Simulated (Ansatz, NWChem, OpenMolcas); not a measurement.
Computed against measured: atomisation enthalpy at 298 K

7 molecules holding an element from Na to Cl; the atomisation enthalpy at 298 K in kJ/mol, computed less measured. Shapes, held fixed at every level: PBE0-D4/def2-TZVP. Flexible molecules stand in one conformer, not always the lowest. Thermal terms are harmonic and unscaled (PBE0-D4/def2-TZVP); the spin-orbit lowering of the free atoms is taken from their spectra. Programs: Ansatz 0.2.0, NWChem 7.3.0, OpenMolcas 26.06. Measured values: Active Thermochemical Tables, CRC Handbook of Chemistry and Physics, NIST-JANAF tables.

Levels: A = HF/3-21G; B = HF/cc-pVDZ; C = MP2/cc-pVDZ; D = CCSD/cc-pVDZ.

```
                           molecule  from tabulated heats      A      B     C     D
          C2H3ClO (acetyl chloride)                  2700  -1067   -876  -154  -270
              H2SO4 (sulfuric acid)                  2445  -2288  -1484  -464  -648
C2H2Cl4 (1,1,2,2-tetrachloroethane)                  2504  -1145   -911  -171  -318
       C2H4Cl2 (1,1-dichloroethane)                  2676   -925   -798  -175  -254
           C2H6S (dimethyl sulfide)                  3056   -980   -872  -236  -274
               C2H6S2 (SMILES SCCS)                  3305  -1220  -1019  -265  -324
        C2H6S2 (dimethyl disulfide)                  3320  -1264  -1043  -294  -356
```

Task: Sum up the errors.

Result: 
```csv
level,kind,mean error,mean absolute error,worst case
HF/3-21G,Hartree–Fock,-1269.9,1269.9,H2SO4
HF/cc-pVDZ,Hartree–Fock,-1000.4,1000.4,H2SO4
MP2/cc-pVDZ,perturbation theory,-251.3,251.3,H2SO4
CCSD/cc-pVDZ,coupled cluster or CI,-349.1,349.1,H2SO4
```

On this set MP2/cc-pVDZ has the smallest mean absolute error and HF/3-21G the largest. HF/3-21G is too low in 7 of 7; HF/cc-pVDZ is too low in 7 of 7; MP2/cc-pVDZ is too low in 7 of 7; CCSD/cc-pVDZ is too low in 7 of 7. The heats of C2H2Cl4 come from older tables and can be uncertain by 10 kJ/mol or more. Heats of the atoms come from ATcT where it has them. The levels differ in basis as well as in method. Hartree–Fock lacks correlation and underbinds. Correlated wave functions converge slowly with the basis. CCSD also lacks the triples, which bind further. The set is small.
